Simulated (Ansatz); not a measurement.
## Te (C2/m, No. 12, 3 atoms in the cell; start mp-570459; another form than the element's usual one)

Calculation: r²SCAN (plane waves, PAW; Ansatz, a quantum-chemistry and plane-wave program).

Settings: plane-wave cutoff 500 eV, 10×10×8 k mesh (along the axes of the cell as run), Fermi–Dirac smearing 0.05 eV, scalar-relativistic PAW data made under PBE.

Cell (relaxed at this level):

Space group C2/m (No. 12); a = 7.656 Å, b = 4.317 Å, c = 5.949 Å, α = 90.00°, β = 91.09°, γ = 90.00°

| atom | site | symmetry | x | y | z |
|---|---|---|---|---|---|
| Te | 4i | m | 0.3097 | 0.0000 | 0.3391 |
| Te | 2a | 2/m | 0.0000 | 0.0000 | 0.0000 |
(The calculation used a cell of 3 atoms; values per cell refer to that cell.)

```
Item             Result
--------  -------------
band gap  zero (no gap)
```

Note: the relaxation could not lower the start's symmetry, so the cell can be a saddle point above a distorted one.

Spin–orbit coupling is not included.

Computed values are for the static lattice.

A start named mp-… is a Materials Project structure, which need not be a measured phase.
